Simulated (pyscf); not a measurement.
Optimised with ωB97X-D3(BJ)/def2-SVP in PySCF. MP2 and CC: frozen core, UHF for open shells. ΔMP2 is the change of the MP2 total energy from the triple- to the quadruple-zeta basis.

Estimate by transition-state theory the rate constant of CH₄ + H₂B–SiH₃ → H₂B–CH₃ + SiH₄ (singlet surface; C–H, B–Si broken, B–C, H–Si formed) at 298 K, with CCSD(T)/def2-TZVPP + ΔMP2(QZVPP) energies (ideal gas, 1 atm, RRHO with modes under 100 cm⁻¹ raised to 100, one conformer, R ln 2 for chiral ones without a mode under 150 cm⁻¹; no tunnelling).

The electronic barrier is 13.0 kcal/mol and the thermal terms add +11.3, so ΔG‡ = 24.3 kcal/mol. With k_BT/h = 6.21e+12 s⁻¹ and RT = 0.592 kcal/mol, and a volume of 4.06e-20 cm³ per molecule at 1 atm, k = 4.0e-25 cm³ molecule⁻¹ s⁻¹. Wigner's tunnelling factor for 977i cm⁻¹ would be 1.93, likely too low at so high a frequency. A shift of 1 kcal/mol in the barrier changes k by a factor 5.4. On the product side the descent ends in an adduct with a B–Si, B–H contact (not fully relaxed), 3.1 kcal/mol under the separated species and 19.5 kcal/mol under the saddle at ωB97X-D3(BJ)/def2-TZVP. What is counted as broken (B–Si) persists as a longer contact in the product adduct; parting that adduct is a step of its own. This is the saddle that the search found; another between the same sides may lie lower. The CCSD(T) − MP2 part came from Ansatz, without density fitting, on the same reference.
